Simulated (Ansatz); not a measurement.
# BS: the cost of one run

Program: Ansatz 0.2.0, Gaussian basis. Level of theory: the settings change from run to run. These are calculated values, not measurements.

16 further runs of the same task are left out: 13 that didn't finish, 3 set aside as unsound or not needed.

**1. The geometry**

The geometry derives from a PBE0/def2-TZVP stationary point (not a proven minimum). One bond is set to the value named and the two fragments are kept rigid.

2 atoms, charge 1, spin multiplicity 3.

Atoms are counted from 1 here; the program's logs count them from 0.

Bond lengths: B1–S2 1.703 Å.

**2. CCSD(T) on UHF/pcseg-2**

in.yaml reads:

```yaml
crystal:
  periodic: [false, false, false]
  atoms:
    - {symbol: B, position_ang: [0.000000, 0.000000, 0.000000]}
    - {symbol: S, position_ang: [0.000000, 0.000000, 1.703300]}
basis:
  gaussian: {orbitals: pcseg-2}
total_charge: 1
magnetization: {spin_polarized: true, initial_magnetization: 2}
correlation: {method: ccsd_t, electrons: outside_noble_gas}
accuracy: high
```

On the command line:

```
$ ansatz run in.yaml --threads 1 --pin off --events-out ev --progress --plain --max-ram 2393MiB
```

What time and memory should one allow on 1 thread of Intel Xeon Platinum 8259CL at 2.50GHz, shared host?

About 6.5 s, with a peak of 0.31 GiB.
